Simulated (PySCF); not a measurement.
Calculation: PBE0-D4/def2-TZVP run with PySCF. Isolated molecules, 0 K electronic values unless said otherwise. 

Reference species (SMILES): `[F]` (neutral, multiplicity 2).

The highest occupied spin orbital is -12.46 eV.

Changed species: `[F][Ga][F]` (radical fragment; the reference has radical fragment).

### Question
Give the shifts of the highest occupied spin orbital.

### Answer
the highest occupied spin orbital rises by 4.72 eV, to -7.74 eV.
